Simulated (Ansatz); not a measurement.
Si$_{3}$H$_{6}$, singlet: at a first-order saddle point.

The input file, in.yaml:

```yaml
crystal:
  periodic: [false, false, false]
  atoms:
    - {symbol: Si, position_ang: [-0.143251, 0.607400, 0.949175]}
    - {symbol: Si, position_ang: [0.567808, -1.051503, -0.774348]}
    - {symbol: Si, position_ang: [0.265912, 0.989552, -1.649161]}
    - {symbol: H, position_ang: [-1.193535, 0.611308, -1.870757]}
    - {symbol: H, position_ang: [-0.942080, -0.358300, 1.755488]}
    - {symbol: H, position_ang: [1.020250, 1.082434, 1.733675]}
    - {symbol: H, position_ang: [-1.045918, 1.746530, 0.623686]}
    - {symbol: H, position_ang: [1.857626, -1.440800, -0.137213]}
    - {symbol: H, position_ang: [-0.386913, -2.186722, -0.630544]}
basis:
  gaussian: {orbitals: def2-TZVPP}
hamiltonian: {xc: pbe, dispersion: d4}
```

Launched with

```bash
ansatz run in.yaml --threads 2 --pin off --events-out ev --progress --plain --max-ram 4352MiB
```

Output of Ansatz 0.2.0:

```
Functional definition: PBE
  name "PBE"
  cite "Perdew, Burke & Ernzerhof, Phys. Rev. Lett. 77, 3865 (1996) doi:10.1103/PhysRevLett.77.3865"
  parent pbe
  parameter kappa = 0.804
  parameter beta = 0.06672455060314922
  exchange = pbe_x(kappa = kappa, mu = beta*pi^2/3)
  correlation = pbe_c(beta = beta)
1218 factors; their error is unknown
mean field evaluation 1: about -23714.7330 eV, gradient 2.3e1 eV
mean field evaluation 2: about -23713.9717 eV, gradient 2.9e1 eV
mean field evaluation 4: about -23716.8818 eV, gradient 3.3e0 eV
mean field evaluation 8: about -23716.9231 eV, gradient 1.2e-1 eV
mean field evaluation 16: about -23716.8746 eV, gradient 3.7e-5 eV
mean field -23716.87464097 eV, -871.5790671804 hartree, gradient 4.6e-5 eV, S^2 0.000000; 0 other end points of the search recorded, 0 dependent functions left out
reference -23716.87468561 eV, -871.5790688212 hartree; 24, 24 occupied and 186, 186 virtual orbitals, 1218 factors
Total energy: -23717.11647574 eV, -871.5879544447 hartree
```

The lines “mean field evaluation” count trial sets of orbitals through the whole run, from several starts and some on an approximate energy, so they need not fall steadily or lie above the final value.

Hardware: 2 CPU threads of an Arm Neoverse N1, shared host. Wall time about 4 s.
